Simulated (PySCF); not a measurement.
Orbital picture of MgCl

PBE0 at R = 2.215 Å; PySCF, no relativity, basis sets Mg def2-TZVP, Cl def2-TZVP. State: ²Σ⁺ (doublet), unpaired electrons σ ↑. Only the outer orbitals are listed, counted within each symmetry.

| spin | orbital | occ. | ε (eV) | on Mg (%) | main shells (%) |
| --- | --- | --- | --- | --- | --- |
| α | 2π | 1 | -52.23 | 100 | 100 Mg p |
| α | 2π | 1 | -52.23 | 100 | 100 Mg p |
| α | 6σ | 1 | -52.17 | 100 | 100 Mg p |
| α | 7σ | 1 | -21.32 | 3 | 96 Cl s |
| α | 8σ | 1 | -9.62 | 18 | 80 Cl p, 15 Mg s |
| α | 3π | 1 | -8.35 | 5 | 95 Cl p |
| α | 3π | 1 | -8.35 | 5 | 95 Cl p |
| α | 9σ | 1 | -5.79 | 92 | 72 Mg s, 20 Mg p |
| α | 4π | 0 | -1.13 | 98 | 93 Mg p |
| α | 4π | 0 | -1.13 | 98 | 93 Mg p |
| α | 10σ | 0 | 0.43 | 101 | 63 Mg p, 25 Mg d, 12 Mg s |
| β | 2π | 1 | -52.13 | 100 | 100 Mg p |
| β | 2π | 1 | -52.13 | 100 | 100 Mg p |
| β | 6σ | 1 | -52.01 | 100 | 100 Mg p |
| β | 7σ | 1 | -21.21 | 4 | 96 Cl s |
| β | 8σ | 1 | -9.35 | 16 | 83 Cl p, 11 Mg s |
| β | 3π | 1 | -8.32 | 5 | 95 Cl p |
| β | 3π | 1 | -8.32 | 5 | 95 Cl p |
| β | 9σ | 0 | -2.83 | 95 | 84 Mg s, 10 Mg p |
| β | 4π | 0 | -0.08 | 98 | 98 Mg p |
| β | 4π | 0 | -0.08 | 98 | 98 Mg p |

Problem. Which are the highest filled and the lowest empty level, where do they sit, and how wide is the gap?

Solution. Highest filled α 9σ at -5.79 eV (in %: 72 Mg s, 20 Mg p); lowest empty β 9σ at -2.83 eV (in %: 84 Mg s, 10 Mg p); the gap at PBE0 is 2.96 eV.

The bond order (Mayer) is 0.91 and the ⟨S²⟩ is 0.751. The charge on Mg (Mulliken, basis-dependent) is 0.47 and the charge on Mg (Löwdin, basis-dependent) is 0.07. The dipole moment (positive dipole means Mg(−)Cl(+)) is -3.40 D, the polarisability along the bond is 61.1 bohr³ and the polarisability across the bond is 61.4 bohr³.

Shares are Mulliken populations and can fall outside 0 to 100 %.

The state is the lowest determinant that a PBE0 search found; another state may lie lower at other levels.
